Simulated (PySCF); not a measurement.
## Exact simulation of a proton spin system

Molecule: Methyl cyclopropyl ketone (CC(=O)C1CC1, C₅H₈O).

Molfile (atoms numbered from 1):
```
C5H8O
     RDKit          3D

 14 14  0  0  0  0  0  0  0  0999 V2000
    2.1424   -0.1027   -0.4424 C   0  0  0  0  0  0  0  0  0  0  0  0
    0.8053   -0.3834    0.1907 C   0  0  0  0  0  0  0  0  0  0  0  0
    0.6793   -1.1461    1.1230 O   0  0  0  0  0  0  0  0  0  0  0  0
   -0.3714    0.3211   -0.3989 C   0  0  0  0  0  0  0  0  0  0  0  0
   -1.5177    0.6354    0.5338 C   0  0  0  0  0  0  0  0  0  0  0  0
   -1.6696   -0.4557   -0.4570 C   0  0  0  0  0  0  0  0  0  0  0  0
    2.1219   -0.3928   -1.5054 H   0  0  0  0  0  0  0  0  0  0  0  0
    2.9299   -0.6597    0.0804 H   0  0  0  0  0  0  0  0  0  0  0  0
    2.3608    0.9767   -0.4109 H   0  0  0  0  0  0  0  0  0  0  0  0
   -0.1650    1.0221   -1.2121 H   0  0  0  0  0  0  0  0  0  0  0  0
   -1.3598    0.3449    1.5760 H   0  0  0  0  0  0  0  0  0  0  0  0
   -2.0498    1.5764    0.3753 H   0  0  0  0  0  0  0  0  0  0  0  0
   -1.6185   -1.4821   -0.0840 H   0  0  0  0  0  0  0  0  0  0  0  0
   -2.3071   -0.2980   -1.3303 H   0  0  0  0  0  0  0  0  0  0  0  0
  1  2  1  0
  2  3  2  0
  2  4  1  0
  4  5  1  0
  5  6  1  0
  6  4  1  0
  1  7  1  0
  1  8  1  0
  1  9  1  0
  4 10  1  0
  5 11  1  0
  5 12  1  0
  6 13  1  0
  6 14  1  0
M  END
```

Calculated, not measured (PySCF 2.14): PBE0-D3(BJ)/def2-SVP structure, J couplings at B3LYP/pcJ-1 (without the spin–dipole term), NMR shieldings at PBE/pcSseg-2/GIAO. No relativistic terms, averaged over atoms made equivalent by symmetry, fast rotation or ring inversion, a single conformation, no solvent.

Referencing at the same level of theory: TMS for 1H.

Shifts (ppm): H7/H8/H9 2.25, H10 1.99, H11/H13 1.07, H12/H14 0.78.
Couplings (Hz): H7–H8, H7–H9, H8–H9: -15.3; H7–H10, H8–H10, H9–H10: 0.5; H7–H12, H7–H14, H8–H12, H8–H14, H9–H12, H9–H14: -0.1; H10–H11, H10–H13: 4.9; H10–H12, H10–H14: 8.7; H11–H12, H13–H14: -3.5; H11–H13: 11.1; H11–H14, H12–H13: 7.9; H12–H14: 10.2.

The 8-spin Hamiltonian (Zeeman plus full scalar coupling among like nuclei) was diagonalised exactly; lines are Lorentzian, 0.5 Hz wide, and the maxima above 3 % are listed with the tallest set to 100.

**Question.** Give the 1H peak list of this spin system at 200 MHz.

**Answer.** 
δ in ppm (height): 2.251 (99), 2.249 (100), 2.036 (3), 2.033 (3), 2.016 (3), 2.014 (3), 1.992 (7), 1.990 (6), 1.971 (3), 1.969 (4), 1.967 (4), 1.949 (4), 1.947 (4), 1.115 (3), 1.112 (4), 1.098 (7), 1.093 (9), 1.090 (9), 1.087 (5), 1.073 (21), 1.069 (11), 1.065 (8), 1.058 (6), 1.054 (6), 1.051 (10), 1.049 (12), 1.047 (11), 1.034 (5), 1.029 (4), 0.830 (4), 0.825 (5), 0.811 (15), 0.793 (8), 0.790 (8), 0.786 (10), 0.782 (6), 0.767 (12), 0.751 (6), 0.746 (7), 0.743 (7), 0.729 (3)

**Question.** And at 800 MHz?

**Answer.** 
Hz from δ = 0 (height): 1800.2 (100), 1799.8 (100), 1601.0 (3), 1600.5 (3), 1597.2 (4), 1596.7 (4), 1596.2 (3), 1592.3 (7), 1591.8 (7), 1588.0 (3), 1587.4 (4), 1587.0 (4), 1583.6 (4), 1583.1 (4), 864.7 (4), 863.9 (4), 860.7 (14), 859.9 (12), 859.0 (5), 857.0 (10), 856.3 (19), 855.9 (18), 855.0 (9), 853.3 (5), 852.2 (10), 851.5 (15), 848.5 (4), 847.5 (4), 634.4 (4), 633.5 (4), 630.5 (14), 629.8 (8), 626.9 (8), 626.0 (14), 624.8 (5), 622.9 (5), 621.8 (15), 621.1 (8), 618.2 (7), 617.4 (13), 614.2 (4), 613.4 (3)

**Question.** Among coupled protons with different shifts, which pair is furthest from first order, and how does the field change that?

**Answer.** H11 and H14: Δν/J is about 7.3 at 200 MHz (intermediate, with clear roofing) and 29.4 at 800 MHz (close to first order). J in Hz doesn't depend on the field, while Δν in Hz grows in proportion to it. The system also holds chemically equivalent protons that couple differently to a partner (AA′BB′ or AA′XX′ type), and that part stays second order at any field.

Unscaled 3J(H,H) at this level run about 10 % above measured values.
